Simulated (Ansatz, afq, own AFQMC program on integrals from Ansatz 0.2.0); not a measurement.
# AlSiH2, quartet: energetics from AFQMC and coupled cluster

| atom | x (Å) | y (Å) | z (Å) |
| --- | --- | --- | --- |
| Si | 0.0000 | 0.0000 | 1.2493 |
| Al | 0.0000 | 0.0000 | -1.1594 |
| H | 0.0000 | 1.4055 | -1.8880 |
| H | 0.0000 | -1.4055 | -1.8880 |

Geometry: a PBE0/def2-TZVP stationary point, not shown to be a minimum. Basis cc-pVDZ. Only valence electrons are correlated. AFQMC by an in-house program on the Cholesky factors that Ansatz 0.2.0 writes for its CCSD(T) run. The CISD trial takes its coefficients from CCSD amplitudes. Released means that phaseless walkers are propagated on without the constraint, phases kept. ± is one standard error of the sampling.

Best estimates are CCSD(T) at the basis-set limit (def2-TZVPP/QZVPP) plus the step from CCSD(T) to the highest rung at hand in cc-pVDZ, named in the table (released AFQMC can keep some 10 meV of bias). No zero-point, core-correlation or spin–orbit terms. Other levels are in cc-pVDZ, the functionals in def2-TZVP; a dash marks a level that is missing or breaks spin symmetry for a member.

Cautions: AlSiH₂ (quartet): lower spins were not checked, the ph-AFQMC/CISD walk drifts between its halves (2.3 errors); AlSiH₂⁺ (triplet): lower spins were not checked, its ph-AFQMC/CISD value lies 22 ± 8 meV above CCSDT(Q); row 1: this needn't be the first ionization.

```json
{"process": "to charge +1, triplet (vertical)", "r2SCAN (kJ/mol)": "765"}
{"process": "to free atoms", "r2SCAN (kJ/mol)": "745"}
```

Task: From these values, estimate the best estimates.

Result: 
```
                         process  best estimate (kJ/mol)  highest rung
to charge +1, triplet (vertical)                     764      CCSDT(Q)
                   to free atoms                     729      CCSDT(Q)
```

Errors against the best estimates in kJ/mol, in the same order:

```
        level  error, 1   error, 2
          MP2       -17        -80
      CCSD(T)       -20        -77
ph-AFQMC/CISD   -16 ± 1  -74 ± 0.9
  CCSD(T)/CBS         0         -2
          PBE       -13        -16
       r2SCAN         1         16
         PBE0        -5        -16
        B3LYP       -21        -28
      wB97M-V       -26        -21
       B2PLYP       -23        -33
```

Cost at the first geometry: PBE0/cc-pVDZ, 2.3 s on 1 thread of Arm Neoverse V1 (shared host); UCCSD(T)/cc-pVDZ, 1.4 s on 1 thread of Arm Neoverse V1, on a shared host; CCSDT(Q), 12 s on 1 thread of Arm Neoverse V1 (shared host); ph-AFQMC/CISD with release, 4.2 min on 1 thread of Arm Neoverse V1 (shared host).

Best estimates are given only where the step beyond CCSD(T) is under 0.3 eV and no member's determinant is very poor (T1 over 0.05, or 0.07 for open shells, ⟨S²⟩ too high by 0.3, two states mixed), so the hardest cases are missing from such tables.

The functionals ran in a triple-zeta set and keep a basis error of their own, a few kJ/mol for each bond in atomization energies and more for double hybrids, so close places among them and the extrapolated levels can swap.

CCSDT and higher add their correlation energy to the determinant of the CCSD(T) run, since their own runs factorise the integrals more tightly (a shift of under 2 meV). Each member of a difference takes its own highest rung, so a best estimate needn't equal the limit plus the step of one row. A walk keeps the symmetry of its determinant, which the program's search chose and which needn't be the lowest solution, so a lower state of the same spin and another symmetry isn't excluded.
